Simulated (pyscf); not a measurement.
H₂Al–PH₂ + PH₃ → H₂P–AlH–PH₂ + H₂ (four-centre exchange; singlet surface; Al–H, H–P broken, Al–P, H–H formed). Structures and frequencies: ωB97X-D3(BJ)/def2-SVP in PySCF. Rate constants from transition-state theory, ωB97M-D3(BJ)/def2-TZVP energies (ideal gas, 1 atm, RRHO with modes under 100 cm⁻¹ raised to 100, one conformer, R ln 2 for chiral ones without a mode under 150 cm⁻¹; no tunnelling), k in cm³ molecule⁻¹ s⁻¹.

```tsv
T (K)	1000/T	log10 k
298	3.354	-28.86
600	1.667	-20.85
900	1.111	?
1200	0.833	-16.45
```

Question: Fit an Arrhenius line to the three values, give the activation energy, and predict k at 900 K.

Answer: Least squares gives log10 k = -12.50 − 4.90 × 1000/T, so Ea = 4.90 × ln 10 × 1.987 = 22.4 kcal/mol, against an electronic barrier of 20.1. At 900 K the line gives -17.94; the computed value is -17.99 (ΔG‡ = 50.9 kcal/mol), close to the line. On the reactant side the descent ends in a complex (not fully relaxed), 5.3 kcal/mol under the separated species and 22.1 kcal/mol under the saddle at ωB97X-D3(BJ)/def2-TZVP. At the saddle there is also a short Al–H contact that neither side keeps. At ωB97X-D3(BJ)/def2-TZVP the barrier from the zero used here is 16.8 kcal/mol. One saddle was located; it need not be the lowest between these sides.
